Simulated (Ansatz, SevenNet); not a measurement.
For hcp Sc, the machine-learned potential SevenNet-l3i5 (trained on PBE and PBE+U data) gives:

```
Quantity                         Result
------------------------------  -------
equilibrium lattice constant a  3.315 Å
lattice parameter c             5.195 Å
```

**Question.** What does Hartree–Fock (Ansatz, a program for electronic structure, plane waves, PAW) give for the same quantities?

**Answer.** 
- lattice constant a: 3.488 Å (increases by 5.2 %)
- lattice parameter c: 5.534 Å (rises by 6.5 %)

For comparison: lattice constant a 3.309 Å (measured, 293 K, not corrected to a static lattice; as tabulated in Wikipedia's data pages); lattice parameter c 5.268 Å (measured, 293 K, not corrected to a static lattice; as tabulated in Wikipedia's data pages).

Changes are worked out from the printed values.

Unless a cell is named, each level is at its own relaxed cell (SevenNet-l3i5 24.72, Hartree–Fock 29.16 Å³/atom).

The crystal itself was run without spin with Hartree–Fock; a magnetic state was not tried in these runs.

Ansatz's density-functional and Hartree–Fock values are scalar-relativistic unless marked +SOC, with PAW data made under PBE.
